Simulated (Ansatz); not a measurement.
## Other spins and charges of GeP⁺, triplet at one geometry

Geometry (PBE0/def2-TZVP stationary point for this spin):

```yaml
atoms:
  - { symbol: Ge, position_ang: [0.0000, 0.0000, 0.0000] }
  - { symbol: P, position_ang: [0.0000, 0.0000, 2.3035] }
```

Basis cc-pVTZ; Ansatz 0.2.0. Only valence electrons are correlated (noble-gas cores and the filled d shells of p-block atoms frozen). R marks a restricted (for open shells ROHF) determinant, U an unrestricted one. Active spaces: valence = (8e, 8o) chosen from the atoms' valence shells. No spin–orbit coupling is included, and no scalar relativity.

Gaps are energies of the second state less the first, at fixed atoms, for a selection of the levels run; each method lands on the state that its own search finds for that charge and spin.

Quintet less triplet: 1.839 eV at UCCSDT(Q).

| level | gap (eV) | error (meV) |
| --- | --- | --- |
| UCCSD(T) | 1.827 | -12 |
| BCCD(T) | 1.838 | -1 |
| UCCSDT | 1.834 | -5 |
| CASSCF (valence space) | 1.731 | -108 |
| PBE | 2.028 | 189 |
| r2SCAN | 1.875 | 36 |
| PBE0 | 1.894 | 55 |
| B3LYP | 2.082 | 243 |
| wB97M-V | 2.014 | 175 |
| RPA-PBE | 1.937 | 98 |

Functionals correlate the shells that the reference freezes, so part of their error here is the reference's.

Full CI isn't at hand for all of this; UCCSDT(Q) serves as the reference, and is uncertain by about the last step of the cluster series. The frozen core follows each run's orbitals, which can shift R against U totals by a few meV for light atoms and by up to 0.1 eV past Ca.
